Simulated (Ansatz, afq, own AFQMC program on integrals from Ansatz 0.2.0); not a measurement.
# Where AFQMC and coupled cluster stand for HBr, singlet

```xyz
2

Br    0.0000    0.0000    0.0000
H     0.0000    0.0000    3.0560
```

Basis cc-pVDZ. Only valence electrons are correlated. AFQMC by an in-house program on the Cholesky factors that Ansatz 0.2.0 writes for its CCSD(T) run. ph-AFQMC/CISD is guided by a CISD state made of CCSD amplitudes; releasing the constraint for a short imaginary time cuts its bias at the price of noise, slowly where states lie close. Error bars are statistical, one sigma. No spin–orbit coupling.

Determinant: RHF, the one that the program's search chose, which needn't be the lowest solution. The geometry is a point of a scan.

Full CI on the same integrals is exact in this basis and with this determinant's frozen core.

Cautions: no relativity below Rb; no spin-orbit coupling; inner d shell frozen; restricted determinant unstable towards unrestricted (UHF 3.21 eV lower, ⟨S²⟩ 0.98); strong correlation (T1 0.043, weight of the determinant 0.67, largest double 0.63); (T) is large, 7 % of the CCSD correlation; the CCSD(T) amplitudes may be one of several solutions (largest double 0.63); the CCSDT(Q) amplitudes may be one of several solutions (largest double 0.71); the CCSDTQ amplitudes may be one of several solutions (largest double 0.71); the released energies are still falling, so no released level is given (meV from the phaseless value at times in 1/Eh: -10 ± 6 at 0.24, -17 ± 5 at 0.51, -26 ± 4 at 0.99, -48 ± 4 at 1.62, -56 ± 7 at 2.40).

```
T1 diagnostic                               : 0.0430
weight of the determinant in the CISD state : 0.675
size of the correlated space                : 8 electrons in 18 orbitals
```

```json
{"level": "MP2", "correlation energy (eV)": "-4.5867"}
{"level": "CCSD", "correlation energy (eV)": "-5.8935"}
{"level": "CCSD(T)", "correlation energy (eV)": "-6.3150"}
```

Problem. Estimate where phaseless AFQMC with a CISD trial lies against CCSD(T) on the same integrals.

Solution. 17.6 ± 0.7 kJ/mol above CCSD(T).

Reference: full CI, correlation energy -6.259 eV. The cautions show a poor starting determinant, so the rows tell how each method copes with it here, and full CI is the sure value.

```
        level  E − E(reference) (kJ/mol)  share of correlation (%)
      CCSD(T)                       -5.4                    100.89
        CCSDT                        1.7                     99.72
     CCSDT(Q)                       -0.6                    100.10
       CCSDTQ                        0.1                     99.98
ph-AFQMC/CISD                 12.2 ± 0.7                     97.98
```

CCSDT and higher add their correlation energy to the determinant of the CCSD(T) run, since their own runs factorise the integrals more tightly (a shift of under 2 meV). A walk keeps the symmetry of its determinant, which the program's search chose and which needn't be the lowest solution, so a lower state of the same spin and another symmetry isn't excluded.
